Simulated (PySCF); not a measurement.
Species: C4H8.
Atom-mapped SMILES: `[CH2:1]=[C:2]([CH3:3])[CH3:4]` (hydrogens: H5, H6 on C1; H7, H8, H9 on C3; H10, H11, H12 on C4)

The closed-shell ground state was solved at several levels (PySCF, density fitting, gas phase, non-relativistic). Isolated species at its PBE0-D3(BJ)/def2-TZVP geometry, gas phase.

```csv
level,basis functions,total energy (Eh),HOMO (eV),LUMO (eV),gap (eV),dipole (D)
PBE0/pcSseg-2,256,-157.0827,-7.05,0.45,7.50,0.59
wB97X-D/aug-cc-pVTZ,368,-157.2268,-8.88,0.87,9.75,0.59
CAM-B3LYP/aug-cc-pVTZ,368,-157.1852,-8.38,0.26,8.64,0.59
```

Question: Estimate the row for PBE0/aug-cc-pVTZ, a basis of 368 functions; the other rows only guide the guess.

Answer: Total energy -157.0798 Eh, HOMO -7.05 eV, LUMO -0.07 eV, gap 6.98 eV, dipole 0.59 D.

Question: Over all these levels, which gives the widest orbital gap and which the narrowest?

Answer: wB97X-D/aug-cc-pVTZ (range-separated hybrid) has the widest, 9.75 eV, and PBE0/aug-cc-pVTZ (global hybrid, 25 % exact exchange) the narrowest, 6.98 eV. The two share the basis. From the narrowest to the widest the HOMO moves by -1.83 eV and the LUMO by +0.94 eV.

Question: How far do the dipole and the HOMO energy spread over the levels?

Answer: The dipole runs from 0.59 to 0.59 D (mean 0.59 D) and the HOMO from -8.88 to -7.05 eV.

Note: wB97X-D ran without an empirical dispersion term, which enters the total energy and its gradient alone.
